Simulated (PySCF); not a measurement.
Level of theory: PBE-D3(BJ)/def2-TZVP // PBE0-D4/def2-TZVP (PySCF). All species are isolated molecules in the gas phase. 

Reference species (SMILES): `[SH]` (neutral, multiplicity 2).

```yaml
highest_occupied_spin_orbital: -6.12 eV
```

Changed species: `[C]#N` (radical fragment; the reference has radical fragment).

Q: Predict the effect on the highest occupied spin orbital.

A: the highest occupied spin orbital drops by 3.30 eV, to -9.42 eV.
